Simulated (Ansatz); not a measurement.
Basis-set series for OSi, SMILES `[O+]#[Si-]`. The species carries charge 0 and has multiplicity 1. All single points use the PBE0-D4/def2-TZVP geometry.

```tsv
functional	basis	functions	energy (Eh)	HOMO (eV)	LUMO (eV)
PBE0-D4	def2-SVP	32	-364.35770	-8.68	-1.68
PBE0-D4	def2-TZVPP	73	-364.55902	-8.78	-1.94
ωB97M-V	def2-SVP	32	-364.53303	-10.88	0.53
ωB97M-V	def2-TZVPP	73	-364.73624	-11.01	0.12
```

Task: Give the rows for def2-QZVPP. (An estimate is asked.)

Result: Computed: 
```csv
functional,basis,functions,energy (Eh),HOMO (eV),LUMO (eV)
PBE0-D4,def2-QZVPP,127,-364.57351,-8.81,-2.02
ωB97M-V,def2-QZVPP,127,-364.74991,-11.05,-0.06
```

Positive LUMOs are unbound and depend on the basis.
